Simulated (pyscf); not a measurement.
O=Ta(OH)(OH)–Cl → O=Ta(=O)–Cl + water (H₂O) (elimination; singlet surface; H–O, O–Ta broken, H–O formed). Structures and frequencies: ωB97X-D3(BJ)/def2-SVP in PySCF. Energies in kcal/mol from the reactant's lowest minimum found.

| level | barrier | reaction energy |
|---|---|---|
| PBE/def2-TZVP | ___ | ___ |
| r²SCAN/def2-TZVP | 53.1 | +85.4 |
| B3LYP-D3(BJ)/def2-TZVP | 55.5 | +85.3 |
| PBE0-D3(BJ)/def2-TZVP | 53.9 | +85.6 |
| M06-2X/def2-TZVP | ___ | +89.1 |
| ωB97M-D3(BJ)/def2-TZVP | 56.1 | +86.6 |

Problem. Some entries are withheld; supply them.

Solution. 
- PBE/def2-TZVP, barrier: 49.8
- PBE/def2-TZVP, reaction energy: +79.4
- M06-2X/def2-TZVP, barrier: 56.4

On the product side the descent ends in an adduct with a O–Ta contact, 45.9 kcal/mol under the separated species and 12.7 kcal/mol under the saddle at ωB97X-D3(BJ)/def2-TZVP. At PBE, r²SCAN, B3LYP-D3(BJ), PBE0-D3(BJ), M06-2X, ωB97M-D3(BJ) the saddle lies under the separated products, which points to a path from their complex (located at ωB97X-D3(BJ) alone), and parting the products costs more than the saddle. What is counted as broken (O–Ta) persists as a longer contact in the product adduct; parting that adduct is a step of its own. At the saddle there is also a short H–Ta contact that neither side keeps. This is the saddle that the search found; another between the same sides may lie lower. Elements past Kr carry the def2 core potentials, without spin-orbit coupling.
